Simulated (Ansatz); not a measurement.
The input, for Ansatz 0.2.0:

```yaml
crystal:
  periodic: [false, false, false]
  atoms:
    - {symbol: Ge, position_ang: [0.000000, -0.050581, 0.287692]}
    - {symbol: N, position_ang: [0.000000, 0.199167, -1.406789]}
    - {symbol: H, position_ang: [0.000000, 1.385599, 0.948607]}
    - {symbol: H, position_ang: [0.000000, -0.508046, -2.132666]}
basis:
  gaussian: {orbitals: cc-pVDZ}
total_charge: 1
correlation: {method: fic_mrcisd_q, electrons: outside_noble_gas, active_space: {window: {electrons: 10, orbitals: 10}, shells: [{species: Ge, l: s, shell: 4}, {species: Ge, l: p, shell: 4}, {species: H, l: s, shell: 1}, {species: "N", l: s, shell: 2}, {species: "N", l: p, shell: 2}]}}
```

```sh
$ ansatz run in.yaml --threads 1 --pin off --events-out ev --progress --plain --max-ram 2393MiB
```

Question: Roughly how long does this take on 1 thread of Intel Xeon 6975P-C, shared host, and how much host memory?

Answer: 7.5 s wall and 0.58 GiB.

```
996 factors; integrals over basis functions are off by at most 2.2e-7 eV
mean field evaluation 1: about -57961.1948 eV, gradient 7.1e1 eV
mean field evaluation 2: about -57961.2461 eV, gradient 7.0e1 eV
mean field evaluation 4: about -57974.2243 eV, gradient 1.1e1 eV
mean field evaluation 8: about -57974.9193 eV, gradient 4.0e-1 eV
mean field evaluation 16: about -57966.5771 eV, gradient 3.6e1 eV
mean field evaluation 32: about -57971.0480 eV, gradient 1.3e-1 eV
mean field -57974.93640504 eV, -2130.5396160619 hartree, gradient 7.3e-6 eV, S^2 0.000000; 3 other end points of the search recorded, 0 dependent functions left out; unrestricted orbitals would lower it
reference -57974.93640504 eV, -2130.5396160619 hartree; 20, 20 occupied and 31, 31 virtual orbitals, 996 factors
state -57979.88065283 eV, -2130.7213138169 hartree
contracted CI cycle   1: correlation 0.00000000 eV, 0.0000000000 hartree, residual 1.67e1 eV
contracted CI cycle   2: correlation -3.13714627 eV, -0.1152879988 hartree, residual 3.18e0 eV
contracted CI cycle   3: correlation -3.25165701 eV, -0.1194961912 hartree, residual 7.36e-1 eV
contracted CI cycle   4: correlation -3.25778018 eV, -0.1197212135 hartree, residual 2.12e-1 eV
contracted CI cycle   5: correlation -3.25827676 eV, -0.1197394624 hartree, residual 5.96e-2 eV
contracted CI cycle   6: correlation -3.25831483 eV, -0.1197408615 hartree, residual 1.46e-2 eV
contracted CI cycle   7: correlation -3.25831719 eV, -0.1197409481 hartree, residual 3.49e-3 eV
contracted CI cycle   8: correlation -3.25831732 eV, -0.1197409530 hartree, residual 8.92e-4 eV
state -57979.88065283 eV, -2130.7213138169 hartree; corrected -57983.29324171 eV, -2130.8467241452 hartree
Total energy: -57983.29324171 eV, -2130.8467241452 hartree
Checks for a lower state left out: starts, orbital_swaps
```

Natural occupations: 1.9838 1.9754 1.9511 1.9218 1.8273 0.1850 0.0788 0.0305 0.0255 0.0206.
